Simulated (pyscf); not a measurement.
Thermochemistry of product channels of HO–Zr(F)(F)–F + ammonia (NH₃) on the singlet surface, in kcal/mol, from ωB97M-D3(BJ)/def2-TZVP energies (ideal gas, 1 atm, RRHO with modes under 100 cm⁻¹ raised to 100, one conformer, R ln 2 for chiral ones without a mode under 150 cm⁻¹). PySCF, gas phase, ωB97X-D3(BJ)/def2-SVP geometries.

```csv
products,ΔE,ΔH(298 K),ΔG(600 K),ΔG(1200 K)
water (H₂O) + H₂N–Zr(F)(F)–F,[?],+17.1,+14.8,+12.1
H₂N–Zr(OH)(F)–F + hydrogen fluoride (HF),[?],+28.1,+26.2,+22.7
```

Fill in the missing entries.


- water (H₂O) + H₂N–Zr(F)(F)–F, ΔE: +17.8
- H₂N–Zr(OH)(F)–F + hydrogen fluoride (HF), ΔE: +29.5

These are energies of the channels, which say nothing of barriers. Elements past Kr carry the def2 core potentials, without spin-orbit coupling.
